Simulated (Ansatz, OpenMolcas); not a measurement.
## [PH2]− (phosphanide): methods side by side

The species is [PH2]− (3 atoms), meant as a singlet with charge -1. SMILES: `[PH2-]`. The shape is that of a GFN2-xTB optimisation.

| atom | x (Å) | y (Å) | z (Å) |
| --- | --- | --- | --- |
| P | 0.4989 | -0.2936 | 0.2450 |
| H | 0.1056 | 0.9902 | 0.1651 |
| H | -0.6045 | -0.6966 | -0.4102 |

Each level gives the energy change with the P1–H2 bond stretched from 1.345 to 3.363 Å (eV). The values are calculated.

```tsv
level	kind	program	value (eV)	less FCI/3-21G	CPU time (all runs)
BLYP/3-21G (restricted)	GGA	Ansatz	2.91	+0.27	1 s
PBE/3-21G (restricted)	GGA	Ansatz	3.15	+0.51	1 s
PBE0/3-21G (restricted)	global hybrid	OpenMolcas	3.61	+0.97	7.5 s
HSE06/3-21G (restricted)	range-separated hybrid	Ansatz	3.58	+0.94	1.4 s
B2PLYP/3-21G (restricted)	double hybrid	OpenMolcas	3.36	+0.72	7 s
MRCI(2,2)/3-21G	multireference	OpenMolcas	2.62	-0.02	5.5 s
CCSDT(Q)/3-21G (restricted)	coupled cluster or CI	Ansatz	2.64	0.00	0.81 s
CCSDTQ/3-21G (restricted)	coupled cluster or CI	Ansatz	2.64	0.00	3.8 s
FCI/3-21G	exact in the basis	OpenMolcas	2.64	0.00	12 s
```

FCI/3-21G is exact within its basis and frozen core, so for wave-function methods in that basis the difference is their error; functionals converge differently with the basis, so for them it is only a difference. Where it was recorded, the anion's HOMO is positive in PBE0/3-21G, B2PLYP/3-21G: a fault of the level (basis or self-interaction), which says nothing on whether the real anion is bound. Sets without diffuse functions describe the anion poorly. The first shape isn't each level's own minimum. The values span 2.62 to 3.61 eV. All rows use very small basis sets, so none should be taken for the real molecule's value. In so small a basis fixed costs decide the times, and correlated methods can beat functionals. Times are those of the runs behind each value, whatever else they computed, on shared processors of several kinds: orders of magnitude only.
